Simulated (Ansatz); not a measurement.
Input file:

```yaml
crystal:
  periodic: [false, false, false]
  atoms:
    - {symbol: Si, position_ang: [0.000000, -0.384360, 4.386455]}
    - {symbol: P, position_ang: [0.000000, -0.461744, -2.552113]}
    - {symbol: H, position_ang: [0.000000, 0.846105, -1.834342]}
basis:
  gaussian: {orbitals: 6-31G}
correlation: {method: fic_mrcisd_q, electrons: outside_noble_gas, active_space: {window: {electrons: 10, orbitals: 9}, shells: [{species: H, l: s, shell: 1}, {species: P, l: s, shell: 3}, {species: P, l: p, shell: 3}, {species: Si, l: s, shell: 3}, {species: Si, l: p, shell: 3}]}}
```

```sh
$ ansatz run in.yaml --threads 1 --pin off --events-out ev --progress --plain --max-ram 4096MiB --backend cpu
```

The program prints:

```
518 factors; integrals over basis functions are off by at most 3.4e-8 eV
mean field evaluation 1: about -17118.2326 eV, gradient 3.0e1 eV
mean field evaluation 2: about -17118.2331 eV, gradient 3.0e1 eV
mean field evaluation 4: about -17015.4575 eV, gradient 6.8e1 eV
mean field evaluation 8: about -17141.4810 eV, gradient 2.0e0 eV
mean field evaluation 16: about -17141.5391 eV, gradient 8.0e-6 eV
mean field evaluation 32: about -17141.5306 eV, gradient 5.4e-3 eV
mean field evaluation 64: about -17141.5411 eV, gradient 7.5e-3 eV
mean field evaluation 96: about -17141.5331 eV, gradient 3.0e-2 eV
mean field evaluation 128: about -17141.5305 eV, gradient 1.1e-1 eV
mean field evaluation 160: about -17141.5391 eV, gradient 4.4e-3 eV
mean field evaluation 192: about -17141.5411 eV, gradient 7.5e-3 eV
mean field evaluation 224: about -17141.5353 eV, gradient 4.4e-2 eV
mean field evaluation 256: about -17136.3628 eV, gradient 1.6e1 eV
mean field evaluation 288: about -17141.5306 eV, gradient 1.6e-2 eV
mean field evaluation 320: about -17141.5391 eV, gradient 8.0e-6 eV
mean field -17141.53911601 eV, -629.9399435607 hartree, gradient 8.0e-6 eV, S^2 0.000000; 19 other end points of the search recorded, 0 dependent functions left out; unrestricted orbitals would lower it
reference -17141.53911601 eV, -629.9399435607 hartree; 15, 15 occupied and 13, 13 virtual orbitals, 518 factors
state -17146.03935208 eV, -630.1053241862 hartree
contracted CI cycle   1: correlation 0.00000000 eV, 0.0000000000 hartree, residual 5.67e0 eV
contracted CI cycle   2: correlation -0.81144591 eV, -0.0298200870 hartree, residual 1.23e0 eV
contracted CI cycle   3: correlation -0.84461039 eV, -0.0310388594 hartree, residual 2.75e-1 eV
contracted CI cycle   4: correlation -0.84605723 eV, -0.0310920297 hartree, residual 6.68e-2 eV
contracted CI cycle   5: correlation -0.84614246 eV, -0.0310951618 hartree, residual 1.30e-2 eV
contracted CI cycle   6: correlation -0.84614675 eV, -0.0310953195 hartree, residual 2.69e-3 eV
contracted CI cycle   7: correlation -0.84614692 eV, -0.0310953259 hartree, residual 6.56e-4 eV
state -17146.03935208 eV, -630.1053241862 hartree; corrected -17146.90602037 eV, -630.1371736582 hartree
Total energy: -17146.90602037 eV, -630.1371736582 hartree
Checks for a lower state left out: starts, orbital_swaps
```

For the same geometry and basis full CI lies 0.8 meV higher. By full CI's occupations no single determinant describes the state well.

Ran on 1 thread of AMD EPYC 7R13, shared host: 5.5 s wall, 0.35 GiB peak host memory.
